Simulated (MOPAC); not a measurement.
MOPAC input (AM1):

```
AM1 1SCF GEO-OK AUX(PRECISION=9) THREADS=1
C2H5Cl

C     0.01324194 1    0.81758858 1   -0.01276392 1
C     1.51567282 1    0.64569034 1   -0.01856739 1
Cl   -0.83444090 1   -0.78203684 1    0.01684244 1
H    -0.33330320 1    1.35547911 1    0.86643399 1
H    -0.34328722 1    1.32799722 1   -0.90426753 1
H     1.99427262 1    1.62844639 1   -0.03651866 1
H     1.85214717 1    0.11523649 1    0.87210240 1
H     1.84217733 1    0.08779363 1   -0.89608378 1
```

What heat of formation does the run end on, and which ionisation energy by Koopmans theorem?

-23.92 kcal/mol; 11.26 eV.
